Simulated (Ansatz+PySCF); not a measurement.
## singlet CH(+): levels of theory in one basis

```xyz
2

C     0.0000    0.0000   -0.1508
H     0.0000    0.0000    0.9046
```

Basis set: def2-SVP (spherical functions). Frozen core: 1 orbital. Charge 1, multiplicity 1.

Computed with Ansatz (development build ahead of 0.2.0); each method stands on the lowest determinant of its kind that the runs found. NEVPT2 correlates all electrons. Active spaces start from the frontier orbitals, and the lowest solution found is given.

```
                            method  E − E(RHF) (eV)  <S²> of the determinant
                               RHF             0.00                     0.00
                               UHF            -0.31                     0.54
                           UHF-MP2            -1.78                     0.54
                          RHF-CCSD            -2.66                        –
                          UHF-CCSD            -2.66                     0.54
                       RHF-CCSD(T)            -2.70                        –
                       UHF-CCSD(T)            -2.70                     0.54
full CI (lowest root of this spin)            -2.72                        –
                       CASSCF(4,5)            -1.73                        –
                    SC-NEVPT2(4,5)            -2.46                        –
```

Task: What does RHF-MP2 give on the same scale?

Result: -1.84 eV.

Task: Is a single determinant a sound starting point here?

Result: It is doubtful. Unrestricted orbitals lower Hartree–Fock by 0.31 eV and <S²> is 0.54 where a pure state has 0.00, a sign of strong static correlation. The CASSCF(4,5) natural occupations are 1.98, 1.87, 0.07, 0.07, 0.02.

Caution for RHF, RHF-MP2, RHF-CCSD, RHF-CCSD(T): an unrestricted determinant lies well below. Caution for UHF, UHF-MP2, UHF-CCSD, UHF-CCSD(T): the unrestricted determinant is spin contaminated; the determinant breaks the point group. Caution for UHF-MP2: another reference gives a lower total.
